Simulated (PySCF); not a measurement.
An EPR job on `CC(C)[NH2+]` [radical].

Method: UKS B3LYP, pcH-1 on C H N, non-relativistic, mean-field spin-orbit, GIAO (PySCF 2.14.0). Geometry: GFN2-xTB. A driver script takes a list of jobs; this job's settings line and coordinates (Å) are shown.

Command:
```bash
OMP_NUM_THREADS=1 python probes_run.py task.json out
```

Input:
```
{"job": {"kind": "epr", "basis": "pcH-1"}, "charge": 1, "multiplicity": 2}
C     -0.653502     1.130923     0.549360
C     -0.082129     0.011923    -0.312714
C      1.367273    -0.370631    -0.039530
N     -0.930919    -1.079235    -0.442135
H     -0.020786     2.012370     0.505607
H     -0.702208     0.792364     1.585557
H     -1.660017     1.411376     0.244806
H     -0.019911     0.494225    -1.328425
H      1.736004    -1.114655    -0.743039
H      1.439613    -0.797080     0.962235
H      2.012043     0.501801    -0.088633
H     -0.568853    -1.998983    -0.652678
H     -1.920998    -0.993912    -0.258139
```

Output:
```
UKS, coarse grid
  cycle   1  E = -174.15488044  |g| = 2.77e-01
  cycle   2  E = -174.11947545  |g| = 3.89e-01
  cycle   3  E = -174.19275007  |g| = 8.60e-02
  cycle   4  E = -174.19535989  |g| = 2.81e-02
  cycle   5  E = -174.19574072  |g| = 7.67e-03
  cycle   6  E = -174.19577181  |g| = 2.65e-03
  cycle   7  E = -174.19577635  |g| = 1.24e-03
  cycle   8  E = -174.19577705  |g| = 2.68e-04
UKS, final grid
  cycle   1  E = -174.19577756  |g| = 2.89e-04
  cycle   2  E = -174.19577749  |g| = 5.09e-04
  cycle   3  E = -174.19577760  |g| = 4.37e-05
  cycle   4  E = -174.19577761  |g| = 2.84e-05
E = -174.19577761 Eh   <S^2> = 0.7547 (exact 0.7500)
g shifts (ppm)      1          2          3
  rmc          -205       -205       -205
  gc             11         41         28
  oz_so          42       1666       2174
  total        -153       1502       1997
hyperfine (MHz)  atom isotope    a_iso     a_fc   dipolar eigenvalues
    0   13C      20.72      20.72     -5.52     -5.04     10.56
    1   13C     -34.89     -34.89    -12.98     -7.94     20.93
    2   13C      20.73      20.73     -5.53     -5.05     10.57
    3   14N      32.93      32.93    -36.64    -36.62     73.26
    4    1H      -2.73      -2.73     -4.25     -1.63      5.89
    5    1H      30.52      30.52     -4.58     -0.28      4.86
    6    1H       1.35       1.35     -4.15     -3.34      7.49
    7    1H     464.90     464.90    -11.43     -7.60     19.03
    8    1H       1.32       1.32     -4.15     -3.33      7.49
    9    1H      30.64      30.64     -4.58     -0.28      4.85
   10    1H      -2.77      -2.77     -4.26     -1.63      5.89
   11    1H     -56.20     -56.20    -42.23     -9.76     51.99
   12    1H     -56.20     -56.20    -42.23     -9.76     51.99
```

rmc, gc and oz_so are the mass-correction, gauge-correction and orbital-Zeeman/spin–orbit parts of the g shift along its three principal axes; a_iso is the isotropic hyperfine coupling and a_fc its Fermi-contact part. The program numbers atoms from 0.

**Question.** How far is ⟨S²⟩ from the pure-spin value?

**Answer.** S = 0.5 gives S(S+1) = 0.75; the run has 0.7547, 0.0047 more.

Summary of the converged run: ⟨S²⟩ 0.755; g_iso 2.0034.

Isolated species at its GFN2-xTB geometry (one conformer only).

The run took 21 s (grids of density and orbitals included) on Arm Neoverse V1, one thread, shared host with 32 logical CPUs at a one-minute load of 21, and the process peaked at 0.75 GiB of memory.
Labels such as C1 count atoms from 1, the log's own numbers from 0.
